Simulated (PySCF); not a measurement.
C₂⁺: energy against distance

Set-up: C pcseg-1; no relativity (PySCF 2.14). Energies in eV from C⁺ + C in their ground configurations at the same level. State: ⁴Σg⁻ (quartet), unpaired electrons σ ↑, π ↑↑.

```csv
R (Å),LC-ωPBE,UHF
1.206,-4.377,-2.245
1.262,-5.028,-2.849
1.318,-5.376,-3.150
1.360,-5.488,-3.228
1.402,-5.502,-3.211
1.444,-5.442,-3.121
1.500,-5.274,-2.919
1.570,-4.971,-2.578
1.654,-4.528,-2.098
1.766,-3.886,-1.417
```

Task: Put a parabola through the three lowest points of the LC-ωPBE curve and estimate Re, k and ωe (reduced mass 6.0 u; 1 eV/Å² = 0.16022 mdyn/Å; ωe = 1302.8·√(k/μ) cm⁻¹).

Result: Through R = 1.36, 1.402, 1.444 Å the second-order coefficient is 21.0 eV/Å², so Re ≈ 1.389 Å, k ≈ 6.72 mdyn/Å and ωe ≈ 1379 cm⁻¹. A polynomial fit of higher order to the unrounded LC-ωPBE energies gives Re = 1.388 Å, k = 7.40 mdyn/Å, ωe = 1447 cm⁻¹; anharmonicity and rounding make the difference.

The higher-order fit for each curve: LC-ωPBE: Re = 1.388 Å, ωe = 1447 cm⁻¹, De = 5.51 eV; UHF: Re = 1.372 Å, ωe = 1500 cm⁻¹, De = 3.23 eV.

The state is the lowest determinant that a PBE0 search found; another state may lie lower at other levels.
